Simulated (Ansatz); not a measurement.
# AlNH (quartet): the correlation ladder at distance N2–H3 = 1.256 Å, 6-31G

How much of the correlation energy of AlNH (quartet) does each wave-function method recover here?

Computed with Ansatz 0.2.0, Gaussian basis. Level: 6-31G, core rule «outside noble gas», up to 6 orbitals frozen.

The runs, in order: UHF; CCSD(T) on ROHF; CCSD(T) on UHF; BCCD(T) on ROHF; CISD; CCSDT(Q) on ROHF; CCSDT(Q) on UHF; CCSDTQ on ROHF; CASSCF and MRCISD+Q, 5 electrons in 5 orbitals; CASSCF and NEVPT2, 5 electrons in 5 orbitals; Full CI.

20 further runs of the same task are left out: 6 for a known fault of the program, 12 that didn't finish, 2 set aside as unsound or not needed.

## Step 1: The system

The geometry derives from a PBE0/def2-TZVP stationary point (not a proven minimum). One bond is set to the value named and the two fragments are kept rigid.

3 atoms, charge 0, spin multiplicity 4.

Atoms are counted from 1 here; the program's logs count them from 0.

Bond lengths: Al1–N2 1.909 Å, N2–H3 1.256 Å. Angles: Al1–N2–H3 108.4°.

## Step 2: UHF

in.yaml reads:

```yaml
crystal:
  periodic: [false, false, false]
  atoms:
    - {symbol: Al, position_ang: [0.000000, -0.026861, 0.692078]}
    - {symbol: N, position_ang: [0.000000, 0.125900, -1.210771]}
    - {symbol: H, position_ang: [0.000000, -1.030521, -1.700899]}
basis:
  gaussian: {orbitals: 6-31G}
magnetization: {spin_polarized: true, initial_magnetization: 3}
hamiltonian: {xc: hf}
output: {orbitals: {seedname: orbitals}}
```

On the command line:

```sh
$ ansatz run in.yaml --threads 1 --pin off --events-out ev --progress --plain --max-ram 2393MiB
```

After this run come: CCSD(T) on ROHF; CCSD(T) on UHF; BCCD(T) on ROHF; CISD; CCSDT(Q) on ROHF; CCSDT(Q) on UHF; CCSDTQ on ROHF; CASSCF and MRCISD+Q, 5 electrons in 5 orbitals; CASSCF and NEVPT2, 5 electrons in 5 orbitals; Full CI.

Before running them: what should the planned runs give, taken together? Wanted: FCI below the RHF energy; RMP2 from FCI; UMP2 from FCI; RCCSD from FCI; RCCSD(T) from FCI; UCCSD(T) from FCI; RCCSDT(Q) from FCI; UCCSDT(Q) from FCI; NEVPT2 pair from FCI.

**Answer**, as computed:

| quantity | value |
| --- | --- |
| FCI below the RHF energy | -3.6447 eV |
| RMP2 from FCI | +672.4 meV |
| UMP2 from FCI | +688.0 meV |
| RCCSD from FCI | +127.9 meV |
| RCCSD(T) from FCI | +29.7 meV |
| UCCSD(T) from FCI | +30.1 meV |
| RCCSDT(Q) from FCI | +0.3 meV |
| UCCSDT(Q) from FCI | -1.3 meV |
| NEVPT2 pair from FCI | +528.4 meV |
| MRCISD+Q pair from FCI | +37.1 meV |
| levels within 1 kcal/mol (43 meV) | RCCSD(T), UCCSD(T), BCCD(T), RCCSDT, UCCSDT, RCCSDT(Q), UCCSDT(Q), RCCSDTQ, MRCISD+Q pair |
| T1 diagnostic | 0.048 |
| effectively unpaired electrons | 3.06 |

RCCSD(T) misses by +29.7 meV, 0.8 % of the correlation energy. The occupations are near whole numbers, but T1 = 0.048 shows that the orbitals relax strongly. Of the multireference levels listed MRCISD+Q pair comes nearest in total energy (+37.1 meV), which doesn't show that its space is the better one. These misses are within one basis, not against nature; the frozen cores of restricted and unrestricted runs differ, which can shift their rows.
